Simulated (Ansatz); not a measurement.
# AlH₄ (doublet): from Hartree-Fock to the top rungs at distance Al1–H4 along a hydrogen transfer = 1.586 Å, 6-31G

How much of the correlation energy of AlH₄ (doublet) does each wave-function method recover here?

Program: Ansatz 0.2.0, Gaussian basis. Level of theory: 6-31G, core rule «outside noble gas», up to 5 orbitals frozen. These are calculated values, not measurements.

To be run: UHF; CCSD(T) on ROHF; CCSD(T) on UHF; BCCD(T) on ROHF; CISD; CCSDT(Q) on ROHF; CCSDT(Q) on UHF; CISDTQ; CCSDTQ on ROHF; CCSDTQ on UHF; CASSCF and MRCISD+Q, 3 electrons in 3 orbitals; CASSCF and NEVPT2, 3 electrons in 3 orbitals; CASSCF and MRCISD+Q, 7 electrons in 8 orbitals; CASSCF and NEVPT2, 7 electrons in 8 orbitals; Full CI.

7 further runs of the same task are left out: 6 that didn't finish, 1 set aside as unsound or not needed.

### Step 1. The geometry

The geometry derives from fragments relaxed apart (PBE0/def2-TZVP) and kept rigid, so it is no stationary point. A hydrogen atom is moved between rigid fragments.

5 atoms, charge 0, spin multiplicity 2.

Atoms are counted from 1 here; the program's logs count them from 0.

Bond lengths: Al1–H2 1.586 Å, Al1–H3 1.586 Å, Al1–H4 1.586 Å. Angles: H2–Al1–H3 120.0°, H2–Al1–H4 120.0°, H3–Al1–H4 120.0°.

As a file:

```csv
atom,x (Å),y (Å),z (Å)
Al1,-0.09740,0.00000,0.00000
H2,-0.89033,1.37338,0.00000
H3,-0.89033,-1.37338,0.00000
H4,1.48844,0.00000,0.00000
H5,2.89960,0.00000,0.00000
```

### Step 2. UHF

in.yaml reads:

```yaml
crystal:
  periodic: [false, false, false]
  atoms:
    - {symbol: Al, position_ang: [-0.097403, 0.000000, 0.000000]}
    - {symbol: H, position_ang: [-0.890327, 1.373384, 0.000000]}
    - {symbol: H, position_ang: [-0.890327, -1.373384, 0.000000]}
    - {symbol: H, position_ang: [1.488444, 0.000000, 0.000000]}
    - {symbol: H, position_ang: [2.899597, 0.000000, 0.000000]}
basis:
  gaussian: {orbitals: 6-31G}
magnetization: {spin_polarized: true, initial_magnetization: 1}
hamiltonian: {xc: hf}
output: {orbitals: {seedname: orbitals}}
```

Run with:

```bash
$ ansatz run in.yaml --threads 1 --pin off --events-out ev --progress --plain --max-ram 2393MiB
```

After this run come: CCSD(T) on ROHF; CCSD(T) on UHF; BCCD(T) on ROHF; CISD; CCSDT(Q) on ROHF; CCSDT(Q) on UHF; CISDTQ; CCSDTQ on ROHF; CCSDTQ on UHF; CASSCF and MRCISD+Q, 3 electrons in 3 orbitals; CASSCF and NEVPT2, 3 electrons in 3 orbitals; CASSCF and MRCISD+Q, 7 electrons in 8 orbitals; CASSCF and NEVPT2, 7 electrons in 8 orbitals; Full CI.

Q: Predict the results of all the runs planned. Wanted: FCI below the RHF energy; RMP2 from FCI; UMP2 from FCI; RCCSD from FCI; RCCSD(T) from FCI; UCCSD(T) from FCI; RCCSDT(Q) from FCI; UCCSDT(Q) from FCI; NEVPT2 pair from FCI.

As calculated:

| quantity | value |
| --- | --- |
| FCI below the RHF energy | -1.7423 eV |
| RMP2 from FCI | +539.8 meV |
| UMP2 from FCI | +528.3 meV |
| RCCSD from FCI | +29.4 meV |
| RCCSD(T) from FCI | +10.6 meV |
| UCCSD(T) from FCI | +10.5 meV |
| RCCSDT(Q) from FCI | +0.4 meV |
| UCCSDT(Q) from FCI | +0.4 meV |
| NEVPT2 pair from FCI | +431.6 meV |
| NEVPT2 valence from FCI | +136.6 meV |
| MRCISD+Q valence from FCI | +15.7 meV |
| levels within 1 kcal/mol (43 meV) | RCCSD, UCCSD, RCCSD(T), UCCSD(T), BCCD(T), RCCSDT, UCCSDT, CISDTQ, RCCSDT(Q), UCCSDT(Q), RCCSDTQ, UCCSDTQ, MRCISD valence, MRCISD+Q valence |
| T1 diagnostic | 0.020 |
| effectively unpaired electrons | 1.02 |

In words: RCCSD(T) lands +10.6 meV from the yardstick (0.6 % of the correlation energy). One determinant dominates. Of the multireference levels listed MRCISD+Q valence comes nearest in total energy (+15.7 meV), which doesn't show that its space is the better one. These misses are within one basis, not against nature; the frozen cores of restricted and unrestricted runs differ, which can shift their rows.
